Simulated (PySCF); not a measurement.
First SCF of a structure search on singlet P₂H₆, at a hand-made ethane-like geometry. PySCF input:

```python
from pyscf import gto, scf, dft
mol = gto.M(atom='''
P      0.000000     0.000000     1.110000
P      0.000000     0.000000    -1.110000
H      1.344200     0.000000     1.596200
H     -0.672100     1.164100     1.596200
H     -0.672100    -1.164100     1.596200
H      0.672100     1.164100    -1.596200
H     -1.344200     0.000000    -1.596200
H      0.672100    -1.164100    -1.596200''',
    basis={'P': 'def2-TZVP', 'H': 'def2-TZVP'},
    charge=0, spin=0)
mf = dft.RKS(mol, xc='PBE0')
mf.grids.atom_grid = (50, 194)
aux = {'P': 'def2-universal-JKFIT', 'H': 'def2-universal-JKFIT'}
mf = mf.density_fit(auxbasis=aux)
mf.conv_tol = 1e-08
mf.diis_space = 10
mf.max_cycle = 60
mf.init_guess = 'minao'
mf.verbose = 4
mf.kernel()
```

Excerpt of the output (cycles and frontier levels):

```
init E= -685.927970777132
  HOMO = -0.0716178839884485  LUMO = -0.0422101990770422  gap/eV = 0.80022
cycle= 1 E= -685.813144509375  delta_E= 0.115  |g|= 0.163  |ddm|= 5.76
  HOMO = -0.0621741032498839  LUMO = 0.00630663441184486  gap/eV = 1.86346
cycle= 2 E= -685.814303523366  delta_E= -0.00116  |g|= 0.15  |ddm|= 2.25
  HOMO = -0.0871692200615755  LUMO = -0.0132927380887436  gap/eV = 2.01028
cycle= 3 E= -685.821761692374  delta_E= -0.00746  |g|= 0.035  |ddm|= 1.17
  HOMO = -0.0849430750358859  LUMO = -0.00989588645461509  gap/eV = 2.04214
cycle= 4 E= -685.822016472255  delta_E= -0.000255  |g|= 0.00425  |ddm|= 0.141
  HOMO = -0.0847772240099403  LUMO = -0.00993769465292551  gap/eV = 2.03649
cycle= 5 E= -685.822021543327  delta_E= -5.07e-06  |g|= 0.00156  |ddm|= 0.0208
  HOMO = -0.0848713401319543  LUMO = -0.00992638628804328  gap/eV = 2.03936
cycle= 6 E= -685.822022140418  delta_E= -5.97e-07  |g|= 0.000176  |ddm|= 0.00547
  HOMO = -0.0848923350554465  LUMO = -0.0099578684627855  gap/eV = 2.03907
cycle= 7 E= -685.822022151276  delta_E= -1.09e-08  |g|= 9.67e-06  |ddm|= 0.000674
  HOMO = -0.0848916792061534  LUMO = -0.0099575411565096  gap/eV = 2.03906
cycle= 8 E= -685.822022151321  delta_E= -4.47e-11  |g|= 1.33e-06  |ddm|= 9.26e-05
  HOMO = -0.084891657633456  LUMO = -0.00995764065559558  gap/eV = 2.03906
Extra cycle  E= -685.82202215132  delta_E= 5.68e-13  |g|= 5.51e-07  |ddm|= 2.01e-05
converged SCF energy = -685.82202215132
```

No lower solution of this spin was found from smeared starts or by a stability analysis within the restricted form, which does not test spin polarisation.

The search for the lowest solution, 3 starts and the stability check together, took 8 s on 4 threads of a shared Arm Neoverse V1 host, with 110 basis functions; the process peaked at 0.77 GiB.
